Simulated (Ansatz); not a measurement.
1T (CdI2-type) HfS2

Method: PBEsol-D3(BJ) (Ansatz, a program for electronic structure, plane waves, PAW).

Numerical settings: plane-wave cutoff 520 eV, 12×12×6 k mesh (along the axes of the cell as run), Fermi–Dirac smearing 0.01 eV, scalar-relativistic PAW data made under PBE.

Cell (relaxed at this level):

```
CELL_PARAMETERS angstrom
      1.77378    -3.07227     0.00000
      1.77378     3.07227     0.00000
      0.00000     0.00000     5.57687
ATOMIC_POSITIONS crystal
  Hf 0.00000 0.00000 0.00000
  S  0.33333 0.66667 0.26190
  S  0.66667 0.33333 0.73810
```

* **bulk modulus**: 43.5 GPa
* **band gap**: 0.45 eV
* **smallest direct gap on the k points sampled**: 1.50 eV
* **Γ–Γ gap**: 1.62 eV

Measured, for comparison: band gap 1.8 eV (temperature not stated, no zero-point or thermal correction, fundamental, indirect, our sources range from 1.80 to 1.96; as tabulated in Rybak et al. (2022), arXiv:2210.12074).

Note: the bulk modulus comes from volumes at which shape and atoms were relaxed.

Spin–orbit coupling is not included.

Computed values are for the static lattice.

Cost on a shared machine: about 6 core-minutes (a rough figure).
